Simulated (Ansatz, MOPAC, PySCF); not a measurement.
Species: CHF2, charge -1, multiplicity 1. SMILES: F[CH-]F
Geometry: optimised at B3LYP-D3(BJ)/def2-TZVP (Ansatz, a quantum-chemistry and plane-wave program).

Unscaled harmonic wavenumbers (cm⁻¹) in rising order, each level at the stationary point that it reaches from this structure (no distance between atoms moves by over 0.3 Å); the order of modes can differ between levels, and a negative number is imaginary. B3LYP-D3(BJ)/def2-TZVP (PySCF, at the structure above): 438, 674, 849, 1270, 1305, 2650.

AM1 (MOPAC): 497, 1132, 1302, 1369, 1422, 2737. Zero-point energy 12.1 against 10.3 kcal/mol; where all levels lie over 400 cm⁻¹, the wavenumbers are on average 1.258 times those of B3LYP-D3(BJ)/def2-TZVP.

PM6 (MOPAC): 489, 1011, 1056, 1110, 1205, 2515. Zero-point energy 10.6 against 10.3 kcal/mol; where all levels lie over 400 cm⁻¹, the wavenumbers are on average 1.101 times those of B3LYP-D3(BJ)/def2-TZVP.

HF/6-31G* (Ansatz): 494, 811, 983, 1411, 1450, 2822. Zero-point energy 11.4 against 10.3 kcal/mol; where all levels lie over 400 cm⁻¹, the wavenumbers are on average 1.130 times those of B3LYP-D3(BJ)/def2-TZVP.
